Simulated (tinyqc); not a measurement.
Orbital energy against energy difference: ionisation energy by orbital energies and by energy differences in the 6-31g* basis, for LiH, spin multiplicity 1. Computed by the program tinyqc with PySCF. The cation is unrestricted; errors are against CCSD(T) in this basis, not against experiment.

Geometry (angstrom):

| atom | x | y | z |
|---|---|---|---|
| Li | 0.0000 | 0.0000 | 0.0000 |
| H | 0.0000 | 0.0000 | 1.4330 |

CCSD(T) difference in the same basis = 7.8647 eV

IP-EOM-CCSD = 7.8645 eV

First vertical ionisation energy (eV):

| method | -e(HOMO) | E(cation) - E | error of -e(HOMO) | error of the difference |
|---|---|---|---|---|
| HF | 8.4061 | 7.274126 | 0.5413 | -0.5906 |
| LDA | 4.4997 | 8.477251 | -3.3650 | 0.6125 |
| PBE | 4.4932 | 8.321107 | -3.3715 | 0.4564 |
| B3LYP | 5.4657 | 8.564836 | -2.3990 | 0.7001 |
| PBE0 | 5.6002 | 8.279854 | -2.2645 | 0.4151 |
| CAM-B3LYP | 7.0329 | 8.548451 | -0.8319 | 0.6837 |
| LC-wPBE | 8.3554 | 8.360736 | 0.4907 | 0.4960 |

What does the comparison show, and why?

Koopmans errs by +0.54 eV and Delta-HF by -0.59 eV: relaxation, 1.13 eV, lowers the value and the missing correlation difference works against it. The PBE level is off by -3.4 eV through the wrong tail of its potential, though its energy difference is off by +0.46 eV; exact exchange deepens the level, and among the orbital energies LC-wPBE comes closest; among the differences PBE0 does.
